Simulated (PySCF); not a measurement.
How methods differ on the electron affinity of Si

Si- [Ne] 3s2 3p3 (4S) → Si [Ne] 3s2 3p2 (3P), as a difference of total energies. Computed with PySCF 2.14 in def2-QZVPPD (10s6p5d2f1g, 76 functions), with no relativity, point nucleus. Correlated levels: valence: [Ne] frozen; valence and next inner shell: 1s2 frozen. The calculations carry no spin-orbit coupling.

Task: Order these methods by the electron affinity they give, lowest first.
A. MP2 (valence and next inner shell)
B. PW91
C. UHF
D. r2SCAN

Result: C (0.791 eV), A (1.322 eV), B (1.389 eV), D (1.445 eV).

A first-order spin-orbit estimate (lowest level to lowest level, LS coupling) adds -0.016 eV.

Errors of the correlated levels include the incompleteness of this basis and the frozen core.

In the anion the highest occupied orbital energy is positive at LDA, PBE, PBE0, r2SCAN, PBEsol, PW91, BP86, a self-interaction effect; the basis confines that electron, and the energy difference can still be sensible.

For comparison: 1.390 eV (measured; photodetachment measurements, as compiled on the Wikipedia data page of electron affinities).
